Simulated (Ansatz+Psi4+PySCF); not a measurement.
**doublet C₂H₅: levels of theory in one basis**

```xyz
7

C    -0.5679    0.0001   -0.2190
C     0.7511    0.0000    0.0419
H    -1.4939   -0.0005    1.5318
H    -1.1017    0.9206   -0.4086
H    -1.1020   -0.9202   -0.4091
H     1.2991   -0.9223    0.1738
H     1.2989    0.9223    0.1744
```

Basis set: cc-pVTZ (spherical functions). Frozen core: 2 orbitals. Correlation on ROHF uses semicanonical orbitals with singles. Charge 0, multiplicity 2.

Computed with Ansatz (development build ahead of 0.2.0) and Psi4 1.11; each method stands on the lowest determinant of its kind that the runs found.

| method | E − E(ROHF) (eV) | <S²> of the determinant |
| --- | --- | --- |
| ROHF | 0.00 | 0.75 |
| UHF | -0.25 | 0.95 |
| UHF-MP2 | -9.13 | 0.95 |
| ROHF-CCSD | -10.08 | – |
| UHF-CCSD | -10.09 | 0.95 |
| ROHF-CCSD(T) | -10.51 | – |
| UHF-CCSD(T) | -10.50 | 0.95 |

Task: What does ROHF-MP2 give on the same scale?

Result: -9.35 eV.

Caution for UHF, UHF-MP2, UHF-CCSD, UHF-CCSD(T): the unrestricted determinant is spin contaminated.
